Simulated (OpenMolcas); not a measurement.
Potential curves of AlH⁺: spin–orbit levels

Computed with OpenMolcas 26.06: state-averaged CASSCF(3,5) over Al 3s 3p, H 1s, XMS-CASPT2 (IPEA 0.25, imaginary shift 0.2 hartree), scalar X2C, ANO-RCC-VTZP, then RASSI spin–orbit state interaction with atomic mean-field integrals. C2 symmetry about the axis (a holds Σ, Δ, Γ; b holds Π, Φ, H; Σ⁺ and Σ⁻ are not told apart); roots by multiplicity and irrep: 2a 3, 2b 4, 4b 2, 4a 1.

XMS-CASPT2 energies with spin–orbit state interaction in eV from the lowest point. Curves are followed by energy order within each symmetry, so they are adiabatic and may change character at avoided crossings.

| R (Å) | (1)Ω=1/2 | (1)Ω=3/2 | (4)Ω=1/2 | (5)Ω=1/2 | (2)Ω=3/2 |
| --- | --- | --- | --- | --- | --- |
| 1.403 | 0.331 | 3.732 | 7.127 | 7.131 | 7.135 |
| 1.485 | 0.115 | 3.551 | 6.600 | 6.604 | 6.608 |
| 1.559 | 0.023 | 3.473 | 6.238 | 6.242 | 6.246 |
| 1.632 | 0.000 | 3.465 | 5.962 | 5.966 | 5.970 |
| 1.714 | 0.029 | 3.509 | 5.727 | 5.731 | 5.735 |
| 1.795 | 0.093 | 3.597 | 5.555 | 5.559 | 5.563 |
| 1.909 | 0.206 | 3.755 | 5.387 | 5.391 | 5.395 |
| 2.056 | 0.348 | 3.988 | 5.259 | 5.263 | 5.267 |
| 2.285 | 0.497 | 4.341 | 5.174 | 5.178 | 5.182 |

Q: With masses 26.982 and 1.008 u, fit the curves (1)Ω=1/2, (1)Ω=3/2 near their minima.

A: At XMS-CASPT2 with spin–orbit state interaction, Te from the lowest curve (the fit fixes ωe to a per cent or two; the method's Re and ωe can be off by some per cent):

| curve | Te (cm⁻¹) | Re (Å) | ωe (cm⁻¹) |
| --- | --- | --- | --- |
| (1)Ω=1/2 | 0 | 1.627 | 1582.2 |
| (1)Ω=3/2 | 27910 | 1.608 | 1690.9 |

The 5 lowest clean curves are shown; the next is (1)Ω=5/2, from 5.19 eV. Left out for impure symmetry, kinks or missing points, though low: (2)Ω=1/2, (3)Ω=1/2. Only roots inside an energy window near the equilibrium distance were included, so the list of states is not complete; labels number the states computed. Each spin and symmetry block has orbitals of its own, averaged over its own roots, so gaps between blocks are less sure than gaps within one and near the minimum can be off by tenths of an eV, in bad cases by more. No Rydberg orbitals are active, so Rydberg states, and σ→σ* states whose orbital the CASSCF left unused, can be missing between those listed. Points that failed a check (symmetry, reference weights, a jump) are left out.
